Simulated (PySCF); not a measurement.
# Energy of Mg (magnesium, neutral) between two integer charges

The 3s beta orbital of [Ne] 3s2 is emptied in steps (occupation f), with all orbitals relaxed, ending at [Ne] 3s1. Computed with PySCF 2.14 in aug-cc-pVTZ-DK, with the spin-free X2C one-electron Hamiltonian (Gaussian nucleus). The exact energy is a straight line in f; departures are measured from the line between the end points of the same method.

```csv
f,UHF (eV),LDA (eV),PBE (eV),PBE0 (eV),r2SCAN (eV),BHandHLYP (eV),TPSS (eV)
1,0.000,0.000,0.000,0.000,0.000,0.000,0.000
0.75,0.047,-0.556,-0.551,-0.399,-0.470,-0.294,-0.530
0.5,0.058,-0.742,-0.738,-0.531,-0.610,-0.401,-0.722
0.25,0.040,-0.555,-0.553,-0.396,-0.440,-0.310,-0.575
0,0.000,0.000,0.000,0.000,0.000,0.000,0.000
```

For r2SCAN, how does the orbital energy at f = 1 compare with the removal energy?

−ε = 4.822 eV against a total-energy difference of 7.377 eV. By Janak's theorem ε = ∂E/∂f, so the gap between them reflects the curvature. Along the path −ε is 6.170 (f = 0.75), 7.454 (f = 0.5), 8.612 (f = 0.25) eV.

```json
{"method": "UHF", "E(f=0) − E(f=1) (eV)": "6.617", "−ε at f=1 (eV)": "6.896", "−ε at f=0.5 (eV)": "6.597"}
{"method": "LDA", "E(f=0) − E(f=1) (eV)": "7.733", "−ε at f=1 (eV)": "4.781", "−ε at f=0.5 (eV)": "7.736"}
{"method": "PBE", "E(f=0) − E(f=1) (eV)": "7.624", "−ε at f=1 (eV)": "4.704", "−ε at f=0.5 (eV)": "7.616"}
{"method": "PBE0", "E(f=0) − E(f=1) (eV)": "7.553", "−ε at f=1 (eV)": "5.433", "−ε at f=0.5 (eV)": "7.557"}
{"method": "r2SCAN", "E(f=0) − E(f=1) (eV)": "7.377", "−ε at f=1 (eV)": "4.822", "−ε at f=0.5 (eV)": "7.454"}
{"method": "BHandHLYP", "E(f=0) − E(f=1) (eV)": "7.565", "−ε at f=1 (eV)": "6.031", "−ε at f=0.5 (eV)": "7.521"}
{"method": "TPSS", "E(f=0) − E(f=1) (eV)": "7.554", "−ε at f=1 (eV)": "4.758", "−ε at f=0.5 (eV)": "7.462"}
```

Reference removal energy between the ground levels: 7.646 eV (measured; NIST Atomic Spectra Database, ionization energies). UHF lacks correlation.
